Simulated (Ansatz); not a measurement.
# Counterpoise correction, worked out

The pair of HF (SMILES F, atoms 1–2) and CH$_{3}$Cl (SMILES CCl, atoms 3–7), both closed shells, in one local arrangement (a lower one may exist), relaxed at PBE0-D4/def2-TZVP:

```
7
angstrom
F -0.5265 -0.1108 -2.3862
H -0.7825 -0.5593 -1.6104
C 0.3655 0.2456 0.8267
Cl -0.8289 -1.0394 0.5100
H -0.0785 0.9532 1.5216
H 0.6013 0.7271 -0.1188
H 1.2498 -0.2162 1.2572
```

Computed with Ansatz 0.2.0 (basis: def2-TZVPPD); correlated methods freeze the cores.

CCSD(T) total energies in eV:

| system | geometry | basis functions | energy |
| --- | --- | --- | --- |
| pair | pair | all | -16324.64420 |
| HF | as in the pair | all (partner as ghosts) | -2730.61810 |
| CH$_{3}$Cl | as in the pair | all (partner as ghosts) | -13593.84526 |
| HF | as in the pair | its own | -2730.60862 |
| CH$_{3}$Cl | as in the pair | its own | -13593.82703 |
| HF | free (PBE0-D4 minimum) | its own | -2730.61345 |
| CH$_{3}$Cl | free (PBE0-D4 minimum) | its own | -13593.82586 |

(1) Work out the interaction energy with and without the counterpoise correction, the superposition error, and the binding energy from the relaxed fragments.

No T1 diagnostic of these runs exceeds 0.011.

Answers

(1) Without correction: -16324.64420 − (-2730.60862) − (-13593.82703) = -0.20855 eV.
With correction (each fragment in the whole basis): -16324.64420 − (-2730.61810) − (-13593.84526) = -0.18084 eV = -4.17 kcal/mol.
The superposition error is the difference, 0.02771 eV, 13 % of the uncorrected value: each fragment borrows its partner's functions.
Deformation from the free shapes: 0.00483 eV for HF and -0.00117 eV for CH$_{3}$Cl (a small negative value is possible, since the free shapes are minima of another method).
Binding energy from relaxed fragments: -0.18084 + 0.00483 + (-0.00117) = -0.17718 eV = -4.09 kcal/mol (electronic, without zero-point energy; negative means bound). For comparison, the corrected interaction energy by CCSD(T) at an estimated basis limit (MP2 extrapolated from triple and quadruple zeta, plus CCSD(T) − MP2 in triple zeta) is -0.205 eV; triple zeta with the correction binds less.

For scale, one of the runs: CCSD(T)/def2-TZVPPD, 196 basis functions, launched by `ansatz run in.yaml --threads 2 --pin off --events-out ev --progress --plain --max-ram 5222MiB`. The run took 45 s on 2 CPU threads of an Arm Neoverse V2 (shared host), with 2.3 GiB of host memory at its peak.
